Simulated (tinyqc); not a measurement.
CIS and TDHF on RHF in the sto-6g basis, for LiH, spin multiplicity 1, step by step. One step of it, computed by the program tinyqc.

Problem. TDHF (RPA) singlet states. B(ia,jb) = 2 (ia|jb) - (ib|ja); the squared energies are the eigenvalues of (A - B)(A + B); 1 hartree = 27.211386 eV.

CIS matrix A, singlet (hartree), lower triangle:
```
           1>3       1>4       1>5        1>6        2>3       2>4       2>5       2>6
1>3   2.110364
1>4   0.000000  2.171423
1>5   0.000000  0.000000  2.171423
1>6  -0.019198  0.000000  0.000000   2.605722
2>3   0.011231  0.000000  0.000000   0.006623   0.169412
2>4   0.000000  0.019045  0.000000   0.000000   0.000000  0.227774
2>5   0.000000  0.000000  0.019045   0.000000   0.000000  0.000000  0.227774
2>6   0.003594  0.000000  0.000000  -0.003832  -0.015607  0.000000  0.000000  0.649263
```

Two-electron integrals over orbitals (pq|rs), unique and non-zero (hartree):
```
(11|11) 1.664270    (21|11) -0.114403   (21|21) 0.014307    (22|11) 0.376719
(22|21) 0.007003    (22|22) 0.495300    (31|11) -0.140816   (31|21) 0.011811
(31|22) -0.016441   (31|31) 0.022745    (32|11) 0.013403    (32|21) -0.003549
(32|22) -0.045896   (32|31) -0.000140   (32|32) 0.011582    (33|11) 0.399984
(33|21) -0.011511   (33|22) 0.224961    (33|31) 0.001836    (33|32) 0.006335
(33|33) 0.340193    (41|41) 0.010057    (42|41) 0.007415    (42|42) 0.023448
(43|41) 0.010218    (43|42) 0.018972    (43|43) 0.041384    (44|11) 0.396944
(44|21) -0.004216   (44|22) 0.273726    (44|31) -0.004689   (44|32) 0.004966
(44|33) 0.282689    (44|44) 0.313125    (51|51) 0.010057    (52|51) 0.007415
(52|52) 0.023448    (53|51) 0.010218    (53|52) 0.018972    (53|53) 0.041384
(54|54) 0.016875    (55|11) 0.396944    (55|21) -0.004216   (55|22) 0.273726
(55|31) -0.004689   (55|32) 0.004966    (55|33) 0.282689    (55|44) 0.279374
(55|55) 0.313125    (61|11) 0.052470    (61|21) -0.009227   (61|22) -0.006246
(61|31) -0.002616   (61|32) 0.001481    (61|33) 0.010066    (61|44) 0.000313
(61|55) 0.000313    (61|61) 0.008466    (62|11) -0.034765   (62|21) 0.005406
(62|22) 0.132232    (62|31) -0.000034   (62|32) -0.032714   (62|33) -0.011406
(62|44) -0.012720   (62|55) -0.012720   (62|61) 0.000080    (62|62) 0.124484
(63|11) 0.013966    (63|21) -0.003661   (63|22) -0.049821   (63|31) 0.004650
(63|32) 0.007784    (63|33) 0.035528    (63|44) 0.001030    (63|55) 0.001030
(63|61) 0.004007    (63|62) -0.029901   (63|63) 0.025151    (64|41) -0.006156
(64|42) -0.019603   (64|43) -0.014153   (64|64) 0.019904    (65|51) -0.006156
(65|52) -0.019603   (65|53) -0.014153   (65|65) 0.019904    (66|11) 0.364150
(66|21) 0.003992    (66|22) 0.458997    (66|31) -0.011260   (66|32) -0.040821
(66|33) 0.241475    (66|44) 0.269719    (66|55) 0.269719    (66|61) -0.002548
(66|62) 0.139489    (66|63) -0.042464   (66|66) 0.457792
```

Give: TDHF matrix B, singlet; squared energies w^2; TDHF energies from the positive w^2.

Solution.

TDHF matrix B, singlet (hartree), lower triangle:
```
         1>3     1>4     1>5     1>6      2>3     2>4     2>5     2>6
1>3   0.0227
1>4   0.0000  0.0101
1>5   0.0000  0.0000  0.0101
1>6  -0.0026  0.0000  0.0000  0.0085
2>3  -0.0001  0.0000  0.0000  0.0030   0.0116
2>4   0.0000  0.0074  0.0000  0.0000   0.0000  0.0234
2>5   0.0000  0.0000  0.0074  0.0000   0.0000  0.0000  0.0234
2>6  -0.0015  0.0000  0.0000  0.0001  -0.0327  0.0000  0.0000  0.1245
```

squared energies w^2 (hartree^2): 0.0280  0.0512  0.0512  0.4049  4.4503  4.7157  4.7157  6.7937

TDHF energies from the positive w^2 (eV): 4.5568  6.1598  6.1598  17.3144  57.4044  59.0912  59.0912  70.9256
